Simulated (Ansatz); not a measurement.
**Structure relaxation of Pt**

Computed with DFT PBEsol, scalar-relativistic, plane waves, PAW (Ansatz). Cutoff 420 eV, Γ-centred k mesh, Gaussian smearing, no spin polarisation in the final step.

The start puts Pt on the alpha-boron structure type (R-3m, No. 166), at a guessed volume.

```
Pt
1.0
     3.24564    1.87387    5.53512
    -3.24564    1.87387    5.53512
     0.00000   -3.74774    5.53512
Pt
12
Direct
  0.01019 0.65361 0.01019
  0.01019 0.01019 0.65361
  0.65361 0.01019 0.01019
  0.98981 0.34639 0.98981
  0.34639 0.98981 0.98981
  0.98981 0.98981 0.34639
  0.22118 0.63060 0.22118
  0.22118 0.22118 0.63060
  0.63060 0.22118 0.22118
  0.77882 0.36940 0.77882
  0.36940 0.77882 0.77882
  0.77882 0.77882 0.36940
```

Cell and atoms relax at zero pressure; the relaxation can't lower the symmetry of the start. After a coarse first stage the cell is made exact in the group found at 0.06 Å.

Energies count from the standard state of Pt at the same level.

Question: What does it relax into?

Answer: It keeps R-3m (No. 166), but not the shape of the type it started on. Conventional cell: a = 7.354 Å, c = 15.772 Å. Around Pt on Wyckoff site h (6 atoms of the primitive cell) lie 6 Pt at 2.46–2.65 Å; Pt on Wyckoff site h (6 atoms of the primitive cell) has 5 Pt at 2.50–2.60 Å and 2 Pt at 3.08 Å.

```xyz
12
Lattice="3.6770 2.1229 5.2574 -3.6770 2.1229 5.2574 0.0000 -4.2458 5.2574" Properties=species:S:1:pos:R:3 pbc="T T T"
Pt   -2.3534    1.3588    3.7050
Pt    0.0000   -2.7175    3.7050
Pt    2.3534    1.3588    3.7050
Pt    2.3534   -1.3588   12.0670
Pt   -2.3534   -1.3588   12.0670
Pt    0.0000    2.7175   12.0670
Pt   -1.2515    0.7226    5.8931
Pt    0.0000   -1.4451    5.8931
Pt    1.2515    0.7226    5.8931
Pt    1.2515   -0.7226    9.8790
Pt   -1.2515   -0.7226    9.8790
Pt    0.0000    1.4451    9.8790
```

Question: What are its volume, energy, density and gap?

Answer: The volume per atom is 20.52 Å³. The density is 15.79 g/cm³, the energy over the standard structure is 0.81 eV/atom and the gap on the 6×6×6 mesh is 0 eV (a metal).

The final run used a 6×6×6 mesh on its 12-atom cell and 0.10 eV smearing. The k mesh leaves about 4 meV/atom of noise in metals. Spin–orbit coupling is left out. A structure relaxed within its symmetry needn't be a true minimum.